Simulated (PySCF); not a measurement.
# Basis-set dependence of excited states

Species: 1,3,4-thiadiazole, C2H2N2S.
SMILES with atom numbers: `[cH:1]1[n:2][n:3][cH:4][s:5]1` (hydrogens: H6 on C1; H7 on C4)

Cartesian coordinates in Å at the PBE0-D3(BJ)/def2-SVP level; atoms count from 1:
```xyz
7
C2H2N2S angstrom
C      1.0931   -0.1103   -0.3516
N      0.6853   -1.0618    0.4294
N     -0.5568   -0.8503    0.9072
C     -1.0768    0.2597    0.4840
S     -0.0509    1.1650   -0.5694
H      2.0725   -0.1058   -0.8328
H     -2.0746    0.6014    0.7642
```

TDDFT with PBE0 (PySCF), vertical singlets, core orbitals frozen in the response, spherical d and f functions. Geometry: PBE0-D3(BJ)/def2-SVP; no solvent, vibrations or thermal averaging.

Question: How do the low singlets change with the basis? Take 6-31G*, def2-SVP, 6-31+G*, def2-SVPD, aug-cc-pVDZ, def2-TZVP, def2-TZVPD and aug-cc-pVTZ.

Answer: 

```tsv
basis	functions	diffuse	S1 (eV)	S2 (eV)	S3 (eV)	S4 (eV)	S5 (eV)	LUMO (eV)	α (au)
6-31G*	78	no	4.86	6.05	6.29	6.50	6.60	-1.08	42.5
def2-SVP	84	no	4.70	6.00	6.38	6.41	6.50	-1.24	41.7
6-31+G*	98	yes	4.87	6.04	6.20	6.40	6.46	-1.36	49.9
def2-SVPD	123	yes	4.75	6.00	6.17	6.24	6.37	-1.40	51.9
aug-cc-pVDZ	137	yes	4.88	6.01	6.21	6.32	6.32	-1.35	53.4
def2-TZVP	173	no	4.83	5.96	6.18	6.29	6.31	-1.32	49.5
def2-TZVPD	212	yes	4.82	5.95	6.09	6.24	6.26	-1.38	53.6
aug-cc-pVTZ	280	yes	4.84	5.96	6.15	6.26	6.27	-1.37	53.8
```

States are compared by their number. Against the largest diffuse basis here (aug-cc-pVTZ, itself not a converged limit), sets without diffuse functions differ by up to 0.14 eV in S1 and 0.33 eV in S5; the smaller diffuse sets differ by up to 0.08 and 0.20 eV. State by state, the largest deviation of a set without diffuse functions is S1 0.14, S2 0.09, S3 0.23, S4 0.24, S5 0.33 eV. The same number needn't mean the same state in each row. Against aug-cc-pVTZ the polarisability deviates by -21% in 6-31G*, -22% in def2-SVP, -7% in 6-31+G*, -4% in def2-SVPD, -1% in aug-cc-pVDZ, -8% in def2-TZVP, 0% in def2-TZVPD. A single + in a Pople set puts diffuse functions on heavy atoms only.
